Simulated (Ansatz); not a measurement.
The input, for Ansatz 0.2.0:

```yaml
crystal:
  periodic: [false, false, false]
  atoms:
    - {symbol: Cl, position_ang: [-0.015433, -0.009008, 1.880640]}
    - {symbol: Si, position_ang: [-0.016266, -0.025151, -0.140013]}
    - {symbol: N, position_ang: [0.031698, 0.034159, -1.740627]}
basis:
  gaussian: {orbitals: cc-pVDZ}
magnetization: {spin_polarized: false}
correlation: {method: ccsd_t, electrons: outside_noble_gas}
output: {forces: true}
```

```sh
$ ansatz run in.yaml --threads 1 --pin off --events-out ev --progress --plain --max-ram 2393MiB
```

Output:

```
515 factors; integrals over basis functions are off by at most 7.0e-4 eV
mean field evaluation 1: about -21838.0071 eV, gradient 4.6e1 eV
mean field evaluation 2: about -21838.2134 eV, gradient 4.7e1 eV
mean field evaluation 4: about -21844.1697 eV, gradient 3.9e0 eV
mean field evaluation 8: about -21844.2638 eV, gradient 5.6e-1 eV
mean field evaluation 16: about -21844.2715 eV, gradient 1.6e-6 eV
mean field evaluation 32: about -21839.0728 eV, gradient 7.5e-3 eV
mean field evaluation 64: about -21839.0728 eV, gradient 1.1e-2 eV
mean field evaluation 96: about -21839.0678 eV, gradient 2.8e-2 eV
mean field -21844.27149333 eV, -802.7621708009 hartree, gradient 3.0e-6 eV, S^2 0.000000; 3 other end points of the search recorded, 0 dependent functions left out; unrestricted orbitals would lower it
11 core orbitals not correlated: weight in the atoms' cores, before any rotation towards them, 1.000 or more for the frozen orbitals, at most 0.000 for the correlated occupied ones
reference -21844.27149333 eV, -802.7621708009 hartree; 8, 8 occupied and 31, 31 virtual orbitals, 515 factors
second order -11.89667460 eV of doubles, -0.00000000 eV of singles
cycle   1  -10.90873548 eV  change    9.9e-1 eV  update   2.0e-1
cycle   2  -11.59696020 eV  change   -6.9e-1 eV  update   1.1e-1
cycle   3  -11.78279665 eV  change   -1.9e-1 eV  update   3.6e-2
cycle   4  -11.79737783 eV  change   -1.5e-2 eV  update   1.3e-2
cycle   5  -11.81088439 eV  change   -1.4e-2 eV  update   4.7e-3
cycle   6  -11.81442318 eV  change   -3.5e-3 eV  update   1.4e-3
cycle   7  -11.81369068 eV  change    7.3e-4 eV  update   5.9e-4
cycle   8  -11.81492793 eV  change   -1.2e-3 eV  update   2.7e-4
cycle   9  -11.81506134 eV  change   -1.3e-4 eV  update   1.4e-4
cycle  10  -11.81476898 eV  change    2.9e-4 eV  update   7.3e-5
cycle  11  -11.81475872 eV  change    1.0e-5 eV  update   3.0e-5
cycle  12  -11.81475965 eV  change   -9.3e-7 eV  update   1.4e-5
cycle  13  -11.81475027 eV  change    9.4e-6 eV  update   6.2e-6
cycle  14  -11.81475491 eV  change   -4.6e-6 eV  update   3.5e-6
cycle  15  -11.81475683 eV  change   -1.9e-6 eV  update   1.4e-6
perturbative correction -0.67601018 eV, -0.0248429159 hartree
the calculation of the forces begins
Total energy: -21856.76226035 eV, -803.2211980222 hartree
Atom 0 at    -0.015433    -0.009008     1.880640 Å, force    -0.006537    -0.003493     0.840421 eV/Å
Atom 1 at    -0.016266    -0.025151    -0.140013 Å, force     0.007008     0.006215    -0.566131 eV/Å
Atom 2 at     0.031698     0.034159    -1.740627 Å, force    -0.000471    -0.002722    -0.274290 eV/Å
Dipole moment:    -0.013721    -0.015780     0.618790 e Å
```

Forces (eV/Å):
```
Cl  -0.007 -0.003  0.840
Si   0.007  0.006 -0.566
N    0.000 -0.003 -0.274
```

Ran on 1 thread of Intel Xeon, shared host: 6.5 s wall, 0.13 GiB peak host memory.
